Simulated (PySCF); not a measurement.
PySCF input for CHO, SMILES O=[CH] (connectivity only; charge and spin as stated), charge +1, multiplicity 1, TDA-CAM-B3LYP/def2-TZVPD. Geometry optimised at B3LYP-D3(BJ)/def2-TZVPD. The isomer is the one that the SMILES or the coordinates give; other isomers of the formula were not compared.

```python
import numpy as np
from pyscf import gto, scf, dft, tdscf

mol = gto.M(
    atom='''
    C     0.00000000    0.00000000    0.51434796
    O     0.00000000    0.00000000   -0.58710800
    H     0.00000000    0.00000000    1.61077623
    ''',
    basis='def2-TZVPD',
    charge=1,
    spin=0,
    symmetry=True,
    symmetry_subgroup='C2v',
    max_memory=1600,
    verbose=4,
)
mf = dft.RKS(mol, xc='cam-b3lyp').density_fit(auxbasis='def2-universal-jkfit')
mf.grids.level = 3
mf.conv_tol = 1e-9
mf.max_cycle = 100
mf.kernel()
mf.grids = dft.Grids(mol).set(level=1).build(with_non0tab=True)  # coarser grid for the response kernel
td = tdscf.TDA(mf)
td.singlet = True
td.nstates = 10
td.conv_tol = 1e-4
td.kernel(x0=td.get_init_guess(mf, 15))
td.analyze()
tt = tdscf.TDA(mf)
tt.singlet = False
tt.nstates = 4
tt.conv_tol = 1e-4
tt.kernel(x0=tt.get_init_guess(mf, 9))
tt.analyze(verbose=3)
```

Log of the run:

```
PySCF version 2.14.0

[INPUT] verbose = 4
[INPUT] num. atoms = 3
[INPUT] num. electrons = 14
[INPUT] charge = 1
[INPUT] spin (= nelec alpha-beta = 2S) = 0
[INPUT] symmetry True subgroup C2v
[INPUT] Mole.unit = angstrom
[INPUT] Symbol           X                Y                Z      unit          X                Y                Z       unit  Magmom
[INPUT]  1 C      0.000000000000   0.000000000000   0.514347960000 AA    0.000000000000   0.000000000000   0.971976777129 Bohr   0.0
[INPUT]  2 O      0.000000000000   0.000000000000  -0.587108000000 AA    0.000000000000   0.000000000000  -1.109473325541 Bohr   0.0
[INPUT]  3 H      0.000000000000   0.000000000000   1.610776230000 AA    0.000000000000   0.000000000000   3.043925922659 Bohr   0.0

nuclear repulsion = 27.8828029935735
point group symmetry = Coov, use subgroup C2v
symmetry origin: [ 0.00000000e+00  0.00000000e+00 -1.25981732e-09]
symmetry axis x: [1. 0. 0.]
symmetry axis y: [0. 1. 0.]
symmetry axis z: [0. 0. 1.]
num. orbitals of irrep A1 = 40
num. orbitals of irrep A2 = 8
num. orbitals of irrep B1 = 19
num. orbitals of irrep B2 = 19
number of shells = 32
number of NR pGTOs = 118
number of NR cGTOs = 86
basis = def2-TZVPD
ecp = {}


[settings echo left out]
init E= -114.138674561387
HOMO (B2) = -0.558647076648557  LUMO (B2) = -0.0566447963699522  gap/eV = 13.66018
cycle= 1 E= -113.429332818197  delta_E= 0.709  |g|= 0.708  |ddm|= 1.42
HOMO (A1) = -0.827345219338731  LUMO (B2) = -0.368478939181538  gap/eV = 12.48639
cycle= 2 E= -113.167778450419  delta_E= 0.262  |g|= 1.48  |ddm|= 0.935
HOMO (B2) = -0.921729982942655  LUMO (B2) = -0.357768714718513  gap/eV = 15.34617
cycle= 3 E= -113.548804091536  delta_E= -0.381  |g|= 0.071  |ddm|= 0.577
HOMO (B2) = -0.893761897809681  LUMO (B1) = -0.325228931867502  gap/eV = 15.47057
cycle= 4 E= -113.549593043131  delta_E= -0.000789  |g|= 0.0198  |ddm|= 0.0624
HOMO (B1) = -0.897651748965417  LUMO (B2) = -0.325020140534674  gap/eV = 15.58210
cycle= 5 E= -113.549658475927  delta_E= -6.54e-05  |g|= 0.00172  |ddm|= 0.00993
HOMO (B1) = -0.897188470173238  LUMO (B2) = -0.324646079475318  gap/eV = 15.57967
cycle= 6 E= -113.54965917479  delta_E= -6.99e-07  |g|= 0.00033  |ddm|= 0.0017
HOMO (B1) = -0.897226836703201  LUMO (B1) = -0.324703386206719  gap/eV = 15.57916
cycle= 7 E= -113.549659195878  delta_E= -2.11e-08  |g|= 5.74e-05  |ddm|= 0.000308
HOMO (B1) = -0.897231519447408  LUMO (B1) = -0.324701916504868  gap/eV = 15.57932
cycle= 8 E= -113.54965919667  delta_E= -7.92e-10  |g|= 5.03e-06  |ddm|= 6.04e-05
HOMO (B2) = -0.897231530348503  LUMO (B1) = -0.324701242742429  gap/eV = 15.57934
Extra cycle  E= -113.549659196667  delta_E= 3.04e-12  |g|= 6.94e-06  |ddm|= 6.7e-06
converged SCF energy = -113.549659196667
tot grids = 12832


******** <class 'pyscf.tdscf.rks.TDA'> for <class 'pyscf.df.df_jk.DFSymAdaptedRKS'> ********
nstates = 10 singlet
deg_eia_thresh = 1.000e-03
wfnsym = None
conv_tol = 0.0001
eigh lindep = 1e-12
eigh level_shift = 0
eigh max_cycle = 100


Excitation energies (eV)
[ 9.49929536  9.90175206  9.90177556 11.76804226 11.76804226 14.4232335
 14.4232335  15.49598525 16.20148711 16.20148711]

** Singlet excitation energies and oscillator strengths **
Excited State   1:   A2      9.49930 eV    130.52 nm  f=0.0000
       6 -> 9         0.49792
       7 -> 8        -0.49792
Excited State   2:   A1      9.90175 eV    125.21 nm  f=0.0000
       6 -> 8         0.49831
       7 -> 9        -0.49831
Excited State   3:   A2      9.90178 eV    125.21 nm  f=0.0000
       6 -> 9         0.49831
       7 -> 8         0.49831
Excited State   4:   B2     11.76804 eV    105.36 nm  f=0.0023
       5 -> 9        -0.70162
Excited State   5:   B1     11.76804 eV    105.36 nm  f=0.0023
       5 -> 8        -0.70162
Excited State   6:   B2     14.42323 eV     85.96 nm  f=0.0072
       4 -> 9        -0.24065
       7 -> 10       -0.65386
Excited State   7:   B1     14.42323 eV     85.96 nm  f=0.0072
       4 -> 8         0.24065
       6 -> 10        0.65386
Excited State   8:   A1     15.49599 eV     80.01 nm  f=0.1018
       5 -> 10        0.51250
       6 -> 8         0.30493
       7 -> 9         0.30493
Excited State   9:   B1     16.20149 eV     76.53 nm  f=0.2785
       4 -> 8         0.64779
       6 -> 10       -0.23236
Excited State  10:   B2     16.20149 eV     76.53 nm  f=0.2785
       4 -> 9        -0.64779
       7 -> 10        0.23236

** Transition electric dipole moments (AU) **
state          X           Y           Z        Dip. S.      Osc.
  1        -0.0000      0.0000      0.0000      0.0000      0.0000
  2         0.0000     -0.0000     -0.0000      0.0000      0.0000
  3         0.0000     -0.0000     -0.0000      0.0000      0.0000
  4         0.0000     -0.0898     -0.0000      0.0081      0.0023
  5        -0.0898      0.0000     -0.0000      0.0081      0.0023
  6        -0.0000      0.1432      0.0000      0.0205      0.0072
  7        -0.1432      0.0000      0.0000      0.0205      0.0072
  8        -0.0000     -0.0000      0.5178      0.2681      0.1018
  9         0.8376      0.0000     -0.0000      0.7016      0.2785
 10         0.0000     -0.8376     -0.0000      0.7016      0.2785

** Transition velocity dipole moments (imaginary part, AU) **
state          X           Y           Z        Dip. S.      Osc.
  1        -0.0000      0.0000      0.0000      0.0000      0.0000
  2         0.0000      0.0000     -0.0000      0.0000      0.0000
  3         0.0000     -0.0000     -0.0000      0.0000      0.0000
  4         0.0000      0.0321     -0.0000      0.0010      0.0016
  5         0.0321      0.0000     -0.0000      0.0010      0.0016
  6        -0.0000      0.0920     -0.0000      0.0085      0.0107
  7        -0.0920      0.0000      0.0000      0.0085      0.0107
  8        -0.0000     -0.0000      0.0123      0.0002      0.0002
  9         0.2826     -0.0000     -0.0000      0.0799      0.0894
 10         0.0000     -0.2826     -0.0000      0.0799      0.0894

** Transition magnetic dipole moments (imaginary part, AU) **
state          X           Y           Z
  1        -0.0000     -0.0000     -0.0000
  2        -0.0000     -0.0000      0.0000
  3         0.0000      0.0000      0.0000
  4         1.4201     -0.0000     -0.0000
  5        -0.0000     -1.4201     -0.0000
  6        -0.2325     -0.0000     -0.0000
  7         0.0000     -0.2325      0.0000
  8        -0.0000     -0.0000     -0.0000
  9        -0.0000     -0.7324      0.0000
 10        -0.7324     -0.0000     -0.0000


******** <class 'pyscf.tdscf.rks.TDA'> for <class 'pyscf.df.df_jk.DFSymAdaptedRKS'> ********
nstates = 4 triplet
deg_eia_thresh = 1.000e-03
wfnsym = None
conv_tol = 0.0001
eigh lindep = 1e-12
eigh level_shift = 0
eigh max_cycle = 100


Excitation energies (eV)
[7.79039597 8.4823235  8.48234016 9.49929536]

** Triplet excitation energies and oscillator strengths **
Excited State   1:   A1      7.79040 eV    159.15 nm  f=0.0000
Excited State   2:   A1      8.48232 eV    146.17 nm  f=0.0000
Excited State   3:   A2      8.48234 eV    146.17 nm  f=0.0000
Excited State   4:   A2      9.49930 eV    130.52 nm  f=0.0000
```

The run converged.

Cost: about 16 core-seconds (a rough figure).
